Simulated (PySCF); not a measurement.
## How the method moves the proton affinities of sulfanylsilane

Structure: `[SiH3]S` (H4SSi). Coordinates in Å; atoms count from 1 in this order:
```
Si   -0.5271   -0.0049   -0.0003
S     1.4377    0.8376   -0.2133
H    -0.7379   -0.5790    1.3624
H    -1.4591    1.1373   -0.2162
H    -0.7932   -1.0711   -1.0117
H     2.0877   -0.3207    0.0353
```

All levels share the PBE0-D3(BJ)/def2-SVP structures and the PBE0-D3(BJ)/def2-SVP thermal terms; only the single-point energies (PySCF) change. Values are proton affinities (298 K, kJ/mol).

```jsonl
{"level": "MP2/ma-def2-TZVP", "S2": "751", "time": "4.4 s"}
{"level": "CCSD(T)/ma-def2-TZVP", "S2": "760", "time": "50 s"}
{"level": "ωB97X-D3(BJ)/def2-TZVP", "S2": "770", "time": "–"}
{"level": "HF/ma-def2-TZVP", "S2": "770", "time": "0.99 s"}
```

Times are wall times for all single points of a level on 1 thread of Arm Neoverse V1, a shared host; the dash marks the run that also made the structures.

Hartree-Fock leaves out electron correlation, so its proton affinities can be off by tens of kJ/mol.

The spread: 19 kJ/mol, from 751 to 770.

Note: protonation of a hydridic H, with loss of H₂, was not considered.
